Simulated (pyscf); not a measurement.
`[O]=[Ga][OH]` + `[NH3]` -> `[NH2][Ga]=[O]` + `[OH2]` (four-centre exchange; singlet surface; Ga–O, H–N broken, Ga–N, H–O formed). Structures and frequencies: ωB97X-D3(BJ)/def2-SVP in PySCF. Correlated levels are frozen-core, on RHF or UHF. ΔMP2 is the change of the MP2 total energy from the triple- to the quadruple-zeta basis. Energies in eV from the separated reactants.

```json
[
 {"level": "ωB97X-D3(BJ)/def2-TZVP", "barrier": "0.01", "reaction energy": "+0.15"},
 {"level": "r²SCAN/def2-TZVP", "barrier": "-0.07", "reaction energy": "+0.21"},
 {"level": "B3LYP-D3(BJ)/def2-TZVP", "barrier": "0.06", "reaction energy": "+0.19"},
 {"level": "PBE0-D3(BJ)/def2-TZVP", "barrier": "-0.07", "reaction energy": "+0.16"},
 {"level": "M06-2X/def2-TZVP", "barrier": "-0.13", "reaction energy": "+0.18"},
 {"level": "CCSD(T)/def2-TZVPP", "barrier": "0.07", "reaction energy": "+0.16"},
 {"level": "CCSD(T)/def2-TZVPP + ΔMP2(QZVPP)", "barrier": "0.07", "reaction energy": "+0.13"}
]
```

On the reactant side the descent ends in an adduct with a Ga–N contact, 1.13 eV under the separated species and 1.14 eV under the saddle at ωB97X-D3(BJ)/def2-TZVP. On the product side the descent ends in an adduct with a Ga–O contact, 0.75 eV under the separated species and 0.60 eV under the saddle at ωB97X-D3(BJ)/def2-TZVP. At r²SCAN, PBE0-D3(BJ), M06-2X the saddle lies under the separated reactants, which points to a path from their complex (located at ωB97X-D3(BJ) alone). At ωB97X-D3(BJ)/def2-TZVP, r²SCAN, B3LYP-D3(BJ), PBE0-D3(BJ), M06-2X, CCSD(T), CCSD(T) the saddle lies under the separated products, which points to a path from their complex (located at ωB97X-D3(BJ) alone), and parting the products costs more than the saddle. What is counted as formed (Ga–N) is already present as a longer contact in the reactant adduct; forming that adduct is a step of its own. What is counted as broken (Ga–O) persists as a longer contact in the product adduct; parting that adduct is a step of its own. The same reactants have a lower exit, to H₂N–Ga(OH)–OH (barrier -0.52 eV at ωB97M-D3(BJ)/def2-TZVP, against +0.05 eV here). One saddle was located; it need not be the lowest between these sides. The CCSD(T) − MP2 part came from Ansatz, without density fitting, on the same reference. The frozen core leaves the outer d or s,p core shells of the metals and heavy elements correlated in the MP2 and CC values, and def2-TZVPP describes them poorly, which can shift differences by a few kcal/mol. Elements up to Kr have no core potential and no relativistic terms here.
